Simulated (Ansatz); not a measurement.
# Two structures, one formula

The two ends of one reaction step of Si2H8S, singlet (PBE0-D4/def2-TZVP).

A:

Si1  (-0.974, -0.209, -0.403)
S2  (0.268, -1.758, -1.213)
H3  (-2.165, 0.016, -1.266)
H4  (-1.457, -0.580, 0.954)
Si5  (0.352, 1.716, -0.313)
H6  (1.328, -1.564, 1.778)
H7  (1.419, -1.300, 2.471)
H8  (-0.665, -2.722, -1.132)
H9  (0.816, 2.079, -1.677)
H10  (-0.453, 2.837, 0.241)
H11  (1.532, 1.485, 0.560)
(Å)

B:

| atom | x (Å) | y (Å) | z (Å) |
| --- | --- | --- | --- |
| Si1 | -1.1481 | 0.0432 | 0.8008 |
| S2 | 1.2614 | -1.7435 | -1.3293 |
| H3 | -1.8978 | -0.6737 | -0.2651 |
| H4 | -2.1405 | 0.7482 | 1.6599 |
| Si5 | 0.3761 | 1.5753 | -0.1125 |
| H6 | 1.6823 | -2.2165 | -0.1466 |
| H7 | -0.4519 | -0.9640 | 1.6467 |
| H8 | 0.1885 | -2.5490 | -1.3326 |
| H9 | 0.2556 | 1.6262 | -1.5927 |
| H10 | 0.1020 | 2.9388 | 0.4223 |
| H11 | 1.7725 | 1.2151 | 0.2492 |

Computed with Ansatz 0.2.0 (basis: def2-TZVPP); correlated methods freeze the cores. B3LYP uses VWN-RPA correlation.

Question: Which structure is lower at CCSD(T), and by how much? (To be estimated.)

Answer: By the calculation: A, by 0.264 eV (electronic energy, against the other). By their contacts, A is a complex of Si₂H₆S ([SiH3][SiH2][SH]) + H₂ and B is a complex of Si₂H₆ ([SiH3][SiH3]) + H₂S.

All methods give the same order:

| method | E(B) − E(A) (eV) |
| --- | --- |
| SPW92 | 0.247 |
| PBE-D4 | 0.337 |
| BLYP-D4 | 0.301 |
| r2SCAN-D4 | 0.338 |
| B97M-V | 0.267 |
| PBE0-D4 | 0.314 |
| B3LYP-D4 | 0.278 |
| r2SCAN0-D4 | 0.317 |
| BHLYP-D4 | 0.247 |
| CAM-B3LYP-D4 | 0.231 |
| wB97X-V | 0.270 |
| wB97M-V | 0.273 |
| B2PLYP | 0.291 |
| PBE-QIDH | 0.322 |
| RPA on PBE | 0.228 |
| HF | 0.181 |
| MP2 | 0.355 |
| CCSD | 0.230 |
| CCSD(T) | 0.264 |

T1 diagnostic: at most 0.012.

Labels in which every atom is bracketed show which atoms are joined, not bond orders.

For scale, one of the runs: CCSD(T)/def2-TZVPP, 238 basis functions, launched by `ansatz run in.yaml --threads 4 --pin off --events-out ev --progress --plain --max-ram 9574MiB`. Hardware: 4 CPU threads of an Arm Neoverse V1, shared host. Wall time 59 s; peak host memory 3.9 GiB.
